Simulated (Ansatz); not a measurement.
**Property card for Rb$_{2}$NiO$_{2}$**

The calculation used DFT PBEsol, scalar-relativistic, plane waves, PAW in Ansatz 0.2.0.

Cutoff 420 eV; k points 10×10×10 on the computed 5-atom cell (Γ-centred); Gaussian smearing, width 0.02 eV; collinear spin from starting moments 0 0 1.28 0.34 0.34 μB.

The structure is relaxed at this level of theory with its symmetry kept. Whether it is the stable form of this composition wasn't checked.

Symmetry: I4/mmm, No. 139, tetragonal system. The conventional cell has a = 4.130 Å, b = 4.130 Å, c = 12.948 Å, α = 90.00°, β = 90.00°, γ = 90.00°. Around Rb (site symmetry 4mm) lie 5 O at 2.85 to 2.93 Å. Around Ni (site symmetry 4/mmm) lie 2 O at 1.68 Å. O (site symmetry 4mm) is surrounded by 1 Ni at 1.68 Å.

```
Volume per atom                                                                                                                             : 149.0 bohr³
Formation energy from the elements' standard states (uncorrected)                                                                           : -1.114 eV/atom
Kohn–Sham band gap                                                                                                                          : 0.91 eV, indirect from (0.234, 0.234, 0.266) to (0.250, -0.250, 0.250) (the valley at N lies within 0.03 eV, so the order isn't resolved)
Löwdin character of the top 1 eV of the valence band                                                                                        : Ni 3d 62 %, O 2p 26 %, Ni 4s 9 %
Löwdin character of the lowest 1 eV of the conduction band                                                                                  : Ni 3d 55 %, O 2p 42 % (semilocal functionals without a Hubbard U place empty 3d levels too low)
Electron masses at the edge by Cartesian direction of the standard setting (m_e; degenerate bands sorted by energy; no spin-orbit coupling) : x: 3.6; y: 3.7; z: 28
Hole masses at the edge by Cartesian direction of the standard setting (m_e; degenerate bands sorted by energy; no spin-orbit coupling)     : x: 0.96; y: 0.96; z: over 30
Bader charges (e)                                                                                                                           : Rb (2 in the cell) 0.80, Ni (1 in the cell) 0.58, O (2 in the cell) -1.09
Total moment                                                                                                                                : 2.00 μB per cell
Site moments (μB; atoms counted from 1 over the whole cell)                                                                                 : Ni (atom 3) 1.16, O (atom 4) 0.31, O (atom 5) 0.31
```

Only this magnetic start was tried.